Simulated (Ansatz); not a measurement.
H2Al–AlH2, singlet in cc-pVDZ: errors against RCCSDTQ

Geometry: a PBE0/def2-TZVP stationary point for this spin, not checked as a minimum.

```tsv
atom	x (Å)	y (Å)	z (Å)
Al	0.0000	0.0000	1.3086
Al	0.0000	0.0000	-1.3086
H	0.0000	1.3533	2.1524
H	0.0000	-1.3533	2.1524
H	0.0000	1.3533	-2.1524
H	0.0000	-1.3533	-2.1524
```

Basis cc-pVDZ; Ansatz 0.2.0. Only valence electrons are correlated (noble-gas cores frozen), which leaves 10 electrons in 46 orbitals. R marks a restricted (for open shells ROHF) determinant. Active spaces: valence = (10e, 12o) chosen from the atoms' valence shells.

Full CI isn't at hand for all of this; RCCSDTQ serves as the reference, and is uncertain by about the last step of the cluster series.

```
UHF ⟨S²⟩                          : 0.000
T1 diagnostic (RCCSD)             : 0.0112
largest doubles amplitude (RCCSD) : 0.055
```

```
                   level  E − E(RCCSDTQ) (mEh)  share of correlation (%)    wall time
                     RHF                177.84                      0.00            –
                    RMP2                 45.34                     74.51            –
                    CISD                 17.51                     90.15        1.3 s
                   RCCSD                  4.12                     97.68            –
                RCCSD(T)                  1.06                     99.40        2.4 s
                 BCCD(T)                  1.04                     99.42        1.3 s
                  RCCSDT                  0.15                     99.92            –
               RCCSDT(Q)                  0.03                     99.98        9.5 s
  CASSCF (valence space)                100.61                     43.43            –
  NEVPT2 (valence space)                 35.23                     80.19  13 s (H100)
  MRCISD (valence space)                  6.41                     96.40            –
MRCISD+Q (valence space)                  0.82                     99.54  20 s (H100)
```

The correlation energy at RCCSDTQ, counted from RHF, is -4.839 eV. That run took 13 s on 2 threads of AMD EPYC 7R13 with a shared H100 80 GB, shared host.

Times hold each run's SCF and search for its determinant on a shared host, so for small cases they say little of a method's own cost; rows without a card ran on 1 thread of AMD EPYC 7R13.

Natural occupations of CASSCF (valence space) about the gap: 1.980 1.978 1.975 1.973 1.939 0.043 0.035 0.024 0.022 0.015; effectively unpaired electrons, Σ n²(2−n)², 0.04.

Atomization energy (electronic, same basis, no zero-point term; atoms at the same level, unrestricted beside the R rows where the molecule is a closed shell, with restricted open-shell steps beyond CCSDT(Q)) at RCCSDTQ: 1200.1 kJ/mol. Errors of other levels:

| level | error (kJ/mol) |
| --- | --- |
| RHF | -214.2 |
| RMP2 | -26.9 |
| CISD | -39.2 |
| RCCSD | -5.3 |
| RCCSD(T) | -0.9 |
| BCCD(T) | -0.7 |
| RCCSDT | -0.4 |
| RCCSDT(Q) | -0.1 |
| CASSCF (valence space) | -119.4 |
| NEVPT2 (valence space) | -48.1 |
| MRCISD (valence space) | -15.2 |
| MRCISD+Q (valence space) | -5.9 |

This basis is far from its limit, so the value isn't to be set against a measured one. Truncated CI isn't size-consistent, which counts against it in atomization.
